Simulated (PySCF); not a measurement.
# Beryllium: a sound run and one with changed settings

Sound run: Be [He] 2s2, Be⁺ [He] 2s1. Computed with PySCF 2.14 in 6-31G* (3s2p1d, 14 functions), with the non-relativistic Hamiltonian (point nucleus). In the sound run the correlated levels freeze 1s2. The sound run starts from symmetry-adapted Hartree-Fock orbitals and uses a fine grid where one is needed.

A second run was set up differently.

```
species   method  sound run (hartree)  changed run (hartree)  converged
     Be      UHF            -14.56676              -14.56676        yes
     Be     BP86            -14.65468              -14.65468         no
     Be    M06-L            -14.65765              -14.65765         no
     Be      MP2            -14.59277              -14.59277        yes
     Be  CCSD(T)            -14.61305              -14.61305        yes
    Be⁺      UHF            -14.27541              -14.27440         no
    Be⁺     BP86            -14.32179              -14.32177         no
    Be⁺    M06-L            -14.33255              -14.33217         no
```

Question: What was changed?
A. radial grid too coarse
B. a valence shell is frozen
C. minimal basis
D. too few SCF iterations

Answer: D. It used initial guess atom, at most 2 SCF cycles. The SCF was stopped early; the energies are upper bounds that still move, and correlated levels were skipped or rest on poor orbitals.
